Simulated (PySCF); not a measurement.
## Gas-phase XPS of butanenitrile, computed

Compound: butanenitrile, C₄H₇N.
SMILES with atom numbers: `[CH3:1][CH2:2][CH2:3][C:4]#[N:5]`

Structure used (PBE0-D3(BJ)/def2-SVP), in Å, numbered top down from 1:
```xyz
12
C4H7N angstrom
C     -1.5782   -0.2448   -0.0852
C     -0.1294   -0.5545    0.2492
C      0.7998    0.6152   -0.0859
C      2.1980    0.3435    0.2232
N      3.3004    0.1052    0.4825
H     -2.2313   -1.0941    0.1621
H     -1.9422    0.6301    0.4765
H     -1.7059   -0.0273   -1.1576
H      0.2079   -1.4476   -0.3008
H     -0.0270   -0.7972    1.3191
H      0.4961    1.5191    0.4688
H      0.7272    0.8696   -1.1567
```

Level of theory: delta-SCF UKS SCAN, pcX-2 on the ionised atom, pcseg-1 elsewhere, spin-free X2C in PySCF 2.14.0. These are vertical core ionisation energies against the vacuum level, from separate self-consistent calculations with and without the core hole.

Q: Give the core binding energies atom by atom.

A: 
```tsv
atom(s)	bonded to	level	binding energy (eV)	above the level's lowest (eV)	count
C1	C and 3 H	C 1s	291.20	0.00	1
C2	2 C and 2 H	C 1s	291.43	+0.23	1
C3	2 C and 2 H	C 1s	292.33	+1.13	1
C4	N (triple bond) and C	C 1s	292.29	+1.09	1
N5	C (triple bond)	N 1s	405.03	0.00	1
```

The listed C 1s values span 1.13 eV, from C1 (bonded to C and 3 H) to C3 (bonded to 2 C and 2 H). Summing the Pauling electronegativity differences to the bonded atoms, each weighted by its formal bond order, gives -1.05 for the lowest site and -0.70 for the highest; the largest sum, +1.47, belongs to C4, 0.04 eV below the top. The values 292.29 and 292.33 eV lie too close for their order to be trusted.

Q: Express the binding energy of C 1s of C2 in atomic units and per mole.

A: 291.43 eV = 10.7099 Eh = 28119 kJ/mol.

Q: Which photon energy gives electrons from C 1s of C2 a kinetic energy of 50 eV, and what is their de Broglie wavelength?

A: hν = 291.43 + 50 = 341.43 eV, recoil neglected; λ = 12.264 Å/√(E/eV) = 1.73 Å.

Isolated species at its PBE0-D3(BJ)/def2-SVP geometry (one conformer only).
